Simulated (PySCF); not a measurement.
**Vibration and rotation of LiN**

ROHF-CCSD(T) constants of LiN, ³Σ⁻ (triplet), unpaired electrons π ↑↑ (basis Li 3-21G, N 3-21G; no relativity; PySCF 2.14; masses 7.0160 and 14.0031 u):

```
ωe              : 600.4 cm⁻¹
ωexe            : 12.9 cm⁻¹
Be              : 0.95947 cm⁻¹
αe              : 0.0227 cm⁻¹
D (centrifugal) : 9.8e-06 cm⁻¹
De to Li + N    : 0.78 eV
```

Question: Give the vibrational terms G(v) and spacings up to v = 5.

Answer: G(v) = ωe(v+½) − ωexe(v+½)².

| v | G(v) (cm⁻¹) | G(v) − G(v−1) | Bv (cm⁻¹) |
| --- | --- | --- | --- |
| 0 | 297 |  | 0.9481 |
| 1 | 872 | 575 | 0.9254 |
| 2 | 1420 | 549 | 0.9027 |
| 3 | 1943 | 523 | 0.8800 |
| 4 | 2441 | 497 | 0.8573 |
| 5 | 2912 | 471 | 0.8346 |

Question: How well does the Morse estimate ωe²/(4ωexe) reproduce De, and what is D0?

Answer: It gives 0.87 eV, 111 % of the computed De. D0 = De − G(0) = 0.78 − 0.04 = 0.74 eV.

Correlated steps freeze 1 core orbital. The CCSD T1 diagnostic is raised, a sign that a single reference may not be enough here. 3-21G is very small, so such numbers show the basis as much as the molecule. The state was picked by a PBE0 search and need not be the measured ground state.
